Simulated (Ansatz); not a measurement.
One change: `CC1(F)CC1` becomes `CC1(C)CC1`.

Ansatz, PBE0-D4/def2-TZVP geometries, multiplicity 1. 

```csv
property,`CC1(F)CC1`
HOMO–LUMO gap (B3LYP/def2-TZVPP) / eV,8.66
LUMO energy (B3LYP/def2-TZVPP) / eV,1.01
HOMO energy (B3LYP/def2-TZVPP) / eV,-7.66
HOMO energy (ωB97M-V/def2-TZVPP) / eV,-10.18
size of the dipole moment (B3LYP/def2-TZVPP) / D,1.73
size of the dipole moment (ωB97M-V/def2-TZVPP) / D,1.72
```

**Question.** What does the change do to each property? (An estimate is asked.)

**Answer.** Computed: 
```json
{"property": "HOMO–LUMO gap (B3LYP/def2-TZVPP) / eV", "`CC1(C)CC1`": "8.37", "shift": "-0.29"}
{"property": "LUMO energy (B3LYP/def2-TZVPP) / eV", "`CC1(C)CC1`": "0.97", "shift": "-0.04"}
{"property": "HOMO energy (B3LYP/def2-TZVPP) / eV", "`CC1(C)CC1`": "-7.40", "shift": "0.26"}
{"property": "HOMO energy (ωB97M-V/def2-TZVPP) / eV", "`CC1(C)CC1`": "-9.87", "shift": "0.31"}
{"property": "size of the dipole moment (B3LYP/def2-TZVPP) / D", "`CC1(C)CC1`": "0.12", "shift": "-1.61"}
{"property": "size of the dipole moment (ωB97M-V/def2-TZVPP) / D", "`CC1(C)CC1`": "0.13", "shift": "-1.59"}
```

The zero-point energy changes by 94.4 kJ/mol with +9 modes. Dipoles are sizes alone; their direction can turn.

Positive LUMOs are unbound, so they and the gaps depend on the basis.

B3LYP here is the variant with VWN-RPA as its local correlation; programs differ in this.
